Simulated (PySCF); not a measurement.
Atom-mapped SMILES (the numbers label the heavy atoms): `[O:1]=[B:2][F:3]`.

Geometry: PBE0-D3(BJ)/def2-SVP; GIAO shifts from PySCF 2.14, gas phase, non-relativistic, averaged over equivalent atoms.

At PBE0/pcSseg-1 (51 basis functions, 2.6 s wall time on 1 thread of an Arm Neoverse N1, shared host):
```tsv
atoms	δ (ppm)
O1	147.6
B2	7.2
F3	-203.0
```

δ = σ(ref) − σ, references computed at the same level: ¹⁷O (σ = 334.56 ppm) vs H2O; BF3·OEt2 for ¹¹B (σ = 100.73 ppm); ¹⁹F (σ = 177.25 ppm) against CFCl3.

Task: What do these become at WP04/pcSseg-2?

Result: 
| atoms | δ at WP04/pcSseg-2 | change |
| --- | --- | --- |
| O1 | 121.6 | -26.0 |
| B2 | 4.9 | -2.3 |
| F3 | -209.7 | -6.7 |

Shifts are taken against calculated references (same method and geometry level): ¹⁷O (σ = 314.06 ppm) against H2O; ¹¹B (σ = 94.19 ppm) against BF3·OEt2; CFCl3 for ¹⁹F (σ = 177.34 ppm).

The largest change is at O1 (oxygen bonded to B). Cost: 108 basis functions, 3.5 s wall time on 1 thread of an Arm Neoverse N1, shared host.

Unscaled 19F shifts against computed CFCl3 carry errors that often reach 10 to 50 ppm. Experimental scales use liquid or dissolved standards, which lie at an offset from isolated H2O (liquid H2O: subtract about 36 ppm).
